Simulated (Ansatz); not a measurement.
Two shapes of doublet N₂O(+).

Shape 1:

```xyz
3

N    -0.5832    0.1116   -1.0470
N    -0.0840    0.0382   -0.0722
O     0.5789   -0.1728    0.9731
```

Shape 2:

```xyz
3

N    -0.5304   -0.0769   -1.0395
N    -0.0089   -0.0520   -0.0817
O     0.4669    0.0712    0.9749
```

Basis set: def2-SVP (spherical functions). Left uncorrelated: 3 orbitals. Charge 1, multiplicity 2.

Computed with Ansatz (development build ahead of 0.2.0); each method stands on the lowest determinant of its kind that the runs found.

(1) Which shape is lower in energy, and by how much in each method?

Results:

(1)

```tsv
method	E(2) − E(1) (eV)
UHF	0.034
UHF-MP2	0.050
PBE0 (unrestricted)	-0.025
```

The methods disagree on the order. Caution for UHF, UHF-MP2: the unrestricted determinant is spin contaminated.
